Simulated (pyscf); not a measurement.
PySCF, gas phase, ωB97X-D3(BJ)/def2-SVP geometries.

### Question
PBE/def2-TZVP puts the barrier of CH₄ + ZnH₂ → H₃C–ZnH + H₂ (four-centre exchange; singlet surface; C–H, H–Zn broken, C–Zn, H–H formed) at 45.4 kcal/mol and the reaction energy at +8.9 kcal/mol, from the separated reactants. What do B3LYP-D3(BJ)/def2-TZVP, M06-2X/def2-TZVP, ωB97M-D3(BJ)/def2-TZVP give on the same structures?

### Answer
B3LYP-D3(BJ): ΔE‡ = 51.1 kcal/mol, ΔE = +10.0 kcal/mol; M06-2X: ΔE‡ = 49.0 kcal/mol, ΔE = +8.0 kcal/mol; ωB97M-D3(BJ): ΔE‡ = 51.2 kcal/mol, ΔE = +10.4 kcal/mol. PBE's barrier lies under all of them, by 3.6 to 5.8 kcal/mol. Its reaction energy lies among theirs. Low barriers are usual for a GGA, whose delocalisation error favours stretched bonds. At the saddle there is also a short H–Zn contact that neither side keeps. This is the saddle that the search found; another between the same sides may lie lower. Elements up to Kr have no core potential and no relativistic terms here.
